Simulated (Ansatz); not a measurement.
# SiH (doublet): the correlation ladder, aug-cc-pVDZ

How much of the correlation energy of SiH (doublet) does each wave-function method recover here?

Program: Ansatz 0.2.0, Gaussian basis. Level of theory: aug-cc-pVDZ, core rule «outside noble gas», up to 5 orbitals frozen. These are calculated values, not measurements.

To be run: UHF; CCSD(T) on ROHF; CCSD(T) on UHF; BCCD(T) on ROHF; CISD; CCSDT(Q) on ROHF; CCSDT(Q) on UHF; CISDTQ; CASSCF and MRCISD+Q, 5 electrons in 5 orbitals; CASSCF and NEVPT2, 5 electrons in 5 orbitals; Full CI.

14 further runs of the same task are left out: 6 that didn't finish, 8 set aside as unsound or not needed.

**1. The geometry**

The geometry is a PBE0/def2-TZVPD stationary point (not a proven minimum) of the parent state, kept for this charge and spin.

2 atoms, charge 0, spin multiplicity 2.

Atoms are counted from 1 here; the program's logs count them from 0.

Bond lengths: Si1–H2 1.559 Å.

Geometry (Å):

| atom | x (Å) | y (Å) | z (Å) |
| --- | --- | --- | --- |
| Si1 | 0.00000 | 0.00000 | 0.00000 |
| H2 | 0.00000 | 0.00000 | 1.55940 |

**2. UHF**

in.yaml reads:

```yaml
crystal:
  periodic: [false, false, false]
  atoms:
    - {symbol: Si, position_ang: [0.000000, 0.000000, 0.000000]}
    - {symbol: H, position_ang: [0.000000, 0.000000, 1.559400]}
basis:
  gaussian: {orbitals: aug-cc-pVDZ}
magnetization: {spin_polarized: true, initial_magnetization: 1}
hamiltonian: {xc: hf}
output: {orbitals: {seedname: orbitals}}
```

On the command line:

```bash
$ ansatz run in.yaml --threads 1 --pin off --events-out ev --progress --plain --max-ram 2393MiB
```

After this run come: CCSD(T) on ROHF; CCSD(T) on UHF; BCCD(T) on ROHF; CISD; CCSDT(Q) on ROHF; CCSDT(Q) on UHF; CISDTQ; CASSCF and MRCISD+Q, 5 electrons in 5 orbitals; CASSCF and NEVPT2, 5 electrons in 5 orbitals; Full CI.

Q: Predict the results of all the runs planned. Wanted: FCI below the RHF energy; RMP2 from FCI; UMP2 from FCI; RCCSD from FCI; RCCSD(T) from FCI; UCCSD(T) from FCI; RCCSDT(Q) from FCI; UCCSDT(Q) from FCI; NEVPT2 valence from FCI.

As calculated:

```
                         quantity                                                                                        value
         FCI below the RHF energy                                                                                   -2.7295 eV
                    RMP2 from FCI                                                                                   +750.7 meV
                    UMP2 from FCI                                                                                   +762.7 meV
                   RCCSD from FCI                                                                                    +80.3 meV
                RCCSD(T) from FCI                                                                                    +20.4 meV
                UCCSD(T) from FCI                                                                                    +20.0 meV
               RCCSDT(Q) from FCI                                                                                     +0.4 meV
               UCCSDT(Q) from FCI                                                                                     +0.2 meV
          NEVPT2 valence from FCI                                                                                   +569.7 meV
        MRCISD+Q valence from FCI                                                                                     -6.0 meV
levels within 1 kcal/mol (43 meV)  RCCSD(T), UCCSD(T), BCCD(T), RCCSDT, UCCSDT, CISDTQ, RCCSDT(Q), UCCSDT(Q), MRCISD+Q valence
                    T1 diagnostic                                                                                        0.023
   effectively unpaired electrons                                                                                         1.07
```

In words: RCCSD(T) lands +20.4 meV from the yardstick (0.7 % of the correlation energy). MRCISD+Q valence falls below full CI: the +Q correction isn't variational, and the cores differ from full CI's. One determinant dominates. Of the multireference levels listed MRCISD+Q valence comes nearest in total energy (-6.0 meV), which doesn't show that its space is the better one. These misses are within one basis, not against nature; the frozen cores of restricted and unrestricted runs differ, which can shift their rows.
